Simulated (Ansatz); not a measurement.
in.yaml

```yaml
crystal:
  periodic: [false, false, false]
  atoms:
    - {symbol: Sb, position_ang: [0.000000, -0.019283, 0.000000]}
    - {symbol: H, position_ang: [0.000000, 1.164716, -1.206951]}
    - {symbol: H, position_ang: [0.000000, 1.164716, 1.206951]}
basis:
  gaussian: {orbitals: def2-SVP, point_charges: [{charge: -1.00, position_ang: [3.375, 0.778, -0.724]}]}
total_charge: 1
magnetization: {spin_polarized: false, initial_magnetization: 2}
correlation: {method: mp2, electrons: valence}
scf: {lower_state_search: light}
```

```sh
$ ansatz run in.yaml --threads 1 --pin off --events-out ev --progress --plain --max-ram 2393MiB
```

Log:

```
436 factors; integrals over basis functions are off by at most 5.4e-4 eV
mean field evaluation 1: about -6535.7123 eV, gradient 7.3e0 eV
mean field evaluation 2: about -6535.7452 eV, gradient 7.2e0 eV
mean field evaluation 4: about -6536.1818 eV, gradient 7.9e-1 eV
mean field evaluation 8: about -6536.1915 eV, gradient 3.8e-3 eV
mean field -6536.19146849 eV, -240.2006060773 hartree, gradient 2.1e-6 eV, S^2 2.000000; 0 other end points of the search recorded, 0 dependent functions left out
mean field evaluation 16: about -6536.2569 eV, gradient 6.4e-1 eV
4 core orbitals not correlated: weight in the atoms' cores, before any rotation towards them, 1.000 or more for the frozen orbitals, at most 0.000 for the correlated occupied ones
reference -6536.19146849 eV, -240.2006060773 hartree; 9, 7 occupied and 23, 25 virtual orbitals, 436 factors
second order -2.40628328 eV of doubles, -0.05142885 eV of singles
Total energy: -6538.64918062 eV, -240.2909253322 hartree
```

Ran on 1 thread of Arm Neoverse V1, shared host: 0.42 s wall, 0.07 GiB peak host memory.
